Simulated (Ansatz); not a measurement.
# B2H4O, SMILES BBO: an active-space calculation

Run with the Python package of Ansatz (0.2.0).

The script, `b2h4o_cas.py`:
```python
import ansatz as az
from ase import Atoms


def main() -> None:
    atoms = Atoms(['B', 'B', 'O', 'H', 'H', 'H', 'H'], positions=[
        [-0.8874, 0.161, -0.5943],
        [0.2967, 0.2188, 0.4965],
        [0.9439, -1.0196, 0.8448],
        [-1.1924, -0.7995, -1.113],
        [-1.4837, 1.2045, -0.9085],
        [0.6243, 1.2545, 1.0023],
        [1.7598, -1.0878, 0.2266],
    ])
    system = az.Crystal.molecule_from_ase(atoms)

    base = (
        system.calculation()
        .basis(gaussian='def2-SVP')
        .correlation(active_electrons=4, active_orbitals=4)
    )
    for method in [None, 'sc_nevpt2']:
        report = (base if method is None else base.correlation(method)).run().report
        space = report['configurations']
        state = space['states'][0]
        print(method or 'casscf', f'total {report["free_energy_ev"] / 27.211386246:.6f} Ha, active-space state {state["energy"]["hartree"]:.6f} Ha, mean field {report["reference_energy_ev"] / 27.211386246:.6f} Ha')
        print('  determinants', state['n_determinants'], ' natural occupations', [round(n, 3) for n in space['natural_occupations']])
    print('effectively unpaired electrons, sum of min(n, 2 - n):', round(sum(min(n, 2 - n) for n in space['natural_occupations']), 3))


if __name__ == '__main__':
    main()
```

`python b2h4o_cas.py` gives:
```text
casscf total -126.462428 Ha, active-space state -126.462428 Ha, mean field -126.411681 Ha
  determinants 36  natural occupations [1.981, 1.975, 0.025, 0.019]
Warning: the results are in doubt because another end's mean lies 0.645 eV lower, and its corrected mean 0.185 eV higher
RunWarning: the results are in doubt because another end's mean lies 0.645 eV lower, and its corrected mean 0.185 eV higher
sc_nevpt2 total -126.759654 Ha, active-space state -126.438708 Ha, mean field -126.411681 Ha
  determinants 36  natural occupations [1.982, 1.969, 0.031, 0.018]
effectively unpaired electrons, sum of min(n, 2 - n): 0.098
```
(Warnings from the package without file and line.)

Total energies depend on the basis set; only differences at equal settings carry meaning. The geometry is a force-field or estimated start, not a minimum of this method, and the basis set is short of its limit. The active space starts as a window about the frontier orbitals and is then optimised, not chosen by chemistry. A lower CASSCF solution was found and passed over, so the printed active-space state isn't the lowest. The whole script took 4.6 s on 1 thread of Arm Neoverse V2 (shared host), peak memory 0.17 GiB.

(Lines on the test bed's own set-up are left out of the output.)
